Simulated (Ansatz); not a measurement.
**Relaxing RbNi3**

Method: DFT PBE, scalar-relativistic, plane waves, PAW (Ansatz 0.2.0). Cutoff 420 eV, Γ-centred k mesh, Gaussian smearing, collinear spin, first started from parallel moments.

The start puts RbNi3 on the sites of a reported Cu3Pd cell (P4/mmm, No. 123), with Rb in place of Pd, Ni in place of Cu, at a guessed volume.

```
CELL_PARAMETERS angstrom
4.07824 0.00000 0.00000
0.00000 4.07824 0.00000
0.00000 0.00000 4.03632
ATOMIC_POSITIONS crystal
Rb 0.00000 0.00000 0.00000
Ni 0.00000 0.50000 0.50000
Ni 0.50000 0.00000 0.50000
Ni 0.50000 0.50000 0.00000
```

Cell and atoms relax at zero pressure; the relaxation can't lower the symmetry of the start.

Formation energies are uncorrected and refer to the elements' standard structures at the same level.

Question: What does it relax into?

Answer: It ends in Pm-3m (No. 221). The result has the Cu3Au (L1_2) structure. Conventional cell: a = 4.048 Å. Rb is coordinated by 12 Ni at 2.86 Å; Ni is coordinated by 4 Rb at 2.86 Å and 8 Ni at 2.86 Å.

```
Rb Ni
1.0
     4.04785    0.00000    0.00000
     0.00000    4.04785    0.00000
     0.00000    0.00000    4.04785
Rb Ni
1 3
Direct
  0.00000 0.00000 0.00000
  0.00000 0.50000 0.50000
  0.50000 0.00000 0.50000
  0.50000 0.50000 0.00000
```

Question: What are its volume, energy, gap and moment?

Answer: The volume per atom is 16.58 Å³, the density is 6.55 g/cm³ and the energy over the elements is 1.26 eV/atom. The gap on the 12×12×12 mesh is 0 eV (a metal), the net moment per atom is 0.36 μB and the largest site moment is 0.53 μB.

The final run used a 12×12×12 mesh on its 4-atom cell and 0.10 eV smearing. The k mesh leaves about 4 meV/atom of noise in metals. A structure relaxed within its symmetry needn't be a true minimum. The steps took of the order of 10 core-minutes in all.